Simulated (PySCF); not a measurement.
# C2H6O: the cost of one run

Method: levels as typed in each script, gas phase, geometry from start geometry of a pair search; program: PySCF 2.14.0.

**1. Where the work starts**

9 atoms, charge 0, spin multiplicity 1.

Bond lengths: O1–H2 0.960 Å, O1–H3 0.965 Å, C4–C5 1.318 Å, C4–H6 1.078 Å, C4–H7 1.078 Å, C5–H8 1.078 Å, C5–H9 1.079 Å. Angles: H2–O1–H3 106.6°, C5–C4–H6 122.0°, C5–C4–H7 122.0°, H6–C4–H7 116.0°, C4–C5–H8 121.9°, C4–C5–H9 122.0°, H8–C5–H9 116.1°.

Coordinates:

```xyz
9
C2H6O
O    -2.1140   -0.0160   -0.0062
H    -2.0982   -0.9700   -0.1101
H    -1.1935    0.2718    0.0326
C     1.4483   -0.5808    0.0073
C     1.0755    0.6837    0.0085
H     1.4846   -1.1666    0.9117
H     1.7361   -1.0901   -0.8986
H     1.0449    1.2695   -0.8960
H     0.7953    1.1965    0.9155
```

**2. Binding of the two fragments (HF/aug-cc-pvdz)**

File input.py:

```python
import numpy as np
from pyscf import gto, scf, dft
from pyscf.scf import atom_ks, atom_hf
from scipy.linalg import block_diag
from pyscf.dispersion import dftd3

def solve(mol, dm0=None, hcore=None):
    mf = scf.UHF(mol) if mol.spin else scf.RHF(mol)
    mf = mf.density_fit(auxbasis='def2-universal-jkfit')
    mf.conv_tol, mf.max_cycle = 1e-8, 80
    if hcore is not None:
        mf.get_hcore = lambda *args: hcore
    mf.kernel(dm0)
    if not mf.converged:
        mf = mf.newton().run(mf.mo_coeff, mf.mo_occ, max_cycle=30)
    assert mf.converged, 'SCF not converged'
    return mf

mol = gto.M(atom='''
O     -2.11396    -0.01603    -0.00619
H     -2.09817    -0.96998    -0.11010
H     -1.19354     0.27181     0.03255
C      1.44826    -0.58083     0.00726
C      1.07547     0.68369     0.00849
H      1.48462    -1.16661     0.91167
H      1.73612    -1.09010    -0.89865
H      1.04493     1.26948    -0.89599
H      0.79533     1.19648     0.91555
''', basis='aug-cc-pvdz', charge=0, spin=0, verbose=4)
mol_a = gto.M(atom='''
O     -2.11396    -0.01603    -0.00619
H     -2.09817    -0.96998    -0.11010
H     -1.19354     0.27181     0.03255
ghost-C      1.44826    -0.58083     0.00726
ghost-C      1.07547     0.68369     0.00849
ghost-H      1.48462    -1.16661     0.91167
ghost-H      1.73612    -1.09010    -0.89865
ghost-H      1.04493     1.26948    -0.89599
ghost-H      0.79533     1.19648     0.91555
''', basis='aug-cc-pvdz', charge=0, spin=0, verbose=4)
mol_b = gto.M(atom='''
ghost-O     -2.11396    -0.01603    -0.00619
ghost-H     -2.09817    -0.96998    -0.11010
ghost-H     -1.19354     0.27181     0.03255
C      1.44826    -0.58083     0.00726
C      1.07547     0.68369     0.00849
H      1.48462    -1.16661     0.91167
H      1.73612    -1.09010    -0.89865
H      1.04493     1.26948    -0.89599
H      0.79533     1.19648     0.91555
''', basis='aug-cc-pvdz', charge=0, spin=0, verbose=4)
ab, a, b = solve(mol), solve(mol_a), solve(mol_b)
e_int = ab.e_tot - a.e_tot - b.e_tot
print('counterpoise-corrected interaction energy / kcal/mol', e_int * 627.5095)
def disp(atoms, charge):
    m = gto.M(atom=atoms, charge=charge, basis='sto-3g', spin=None, unit='Bohr', verbose=0)
    return dftd3.DFTD3Dispersion(m, xc='hf', version='d3bj').get_dispersion()['energy']
e_disp = disp(mol._atom, mol.charge) - disp(mol._atom[:3], mol_a.charge) - disp(mol._atom[3:], mol_b.charge)
print('D3(BJ) part / kcal/mol', e_disp * 627.5095)
# spherically averaged free atoms, for the promolecule
atm = scf.atom_hf.get_atm_nrhf(mol)
pro = block_diag(*[(atm[a[0]][2] * atm[a[0]][3]) @ atm[a[0]][2].T for a in mol._atom])
np.savez('result.npz', e_int=e_int, e_disp=e_disp, dm_a=a.make_rdm1(), dm_b=b.make_rdm1(), c=ab.mo_coeff, occ=ab.mo_occ, eps=ab.mo_energy, pro=pro, d=[f.dip_moment(verbose=0) for f in (ab, a, b)])
```

The run is started by

```sh
OMP_NUM_THREADS=1 python input.py
```

**Question.** How long does this run take on 1 thread of Intel Xeon Platinum 8488C (Sapphire Rapids), shared host, and how much memory does it need?

About 1.9 s, with a peak of 0.19 GiB.
